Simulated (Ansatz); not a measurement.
Interaction energy ladder

The pair of H$_{2}$S (SMILES S, atoms 1–3) and SiH$_{4}$ (SMILES [SiH4], atoms 4–8), both closed shells, in one local arrangement (a lower one may exist), relaxed at PBE0-D4/def2-TZVP:

S1  (-0.002, -0.529, -2.308)
H2  (-1.005, 0.361, -2.360)
H3  (0.929, 0.434, -2.366)
Si4  (0.015, -0.057, 1.398)
H5  (-1.115, -0.954, 1.054)
H6  (1.303, -0.676, 0.997)
H7  (0.025, 0.170, 2.868)
H8  (-0.150, 1.252, 0.716)
(Å)

Program: Ansatz 0.2.0. Basis: def2-TZVPPD, with def2-QZVPPD for the basis limit. Cores are frozen in the correlated methods. B3LYP uses VWN-RPA correlation. Extrapolation: Hartree–Fock as exp(−7.88 √X), correlation as X^−2.97. Interaction energies count from these two fragments, frozen as in the pair, with the counterpoise correction; negative means bound.

(1) What is the interaction energy by CCSD(T) at an estimated basis limit (MP2 extrapolated from triple and quadruple zeta, plus CCSD(T) − MP2 in triple zeta)? (To be estimated.)

(2) Which atoms make the shortest contact between the fragments?

No T1 diagnostic of these runs exceeds 0.011.

Results:

(1) The calculation gives: -1.18 kcal/mol. Hartree–Fock alone gives 0.73 kcal/mol at the basis limit, so without correlation the pair would not bind at this distance. It counts from the two fragments frozen as in the pair.

The same quantity by other methods in triple zeta, and each one's difference from that estimate:
```csv
method,E_int (kcal/mol),difference
PBE-D4,-1.53,-0.35
revPBE-D4,-1.11,0.07
BLYP-D4,-1.05,0.13
r2SCAN-D4,-1.18,0.00
B97M-V,-1.33,-0.15
PBE0-D4,-1.43,-0.25
B3LYP-D4,-1.21,-0.03
HSE06-D4,-1.43,-0.25
wB97X-V,-1.24,-0.06
wB97M-V,-1.32,-0.14
B2PLYP,-0.19,0.99
HF,0.74,1.92
MP2,-0.99,0.19
CCSD,-0.64,0.54
CCSD(T),-0.88,0.30
```
Differences are method less estimate.

(2) H2 and H8, 3.31 Å apart.

Basis-set superposition shift (counterpoise-corrected less uncorrected): CCSD(T) 0.30; MP2 0.29; HF 0.07; PBE0-D4 0.05; wB97M-V 0.08 kcal/mol.

For scale, one of the runs: CCSD(T)/def2-TZVPPD, 201 basis functions, launched by `ansatz run in.yaml --threads 2 --pin off --events-out ev --progress --plain --max-ram 5222MiB`. The run took 30 s on 2 CPU threads of an Arm Neoverse V1 (shared host), with 2.2 GiB of host memory at its peak.
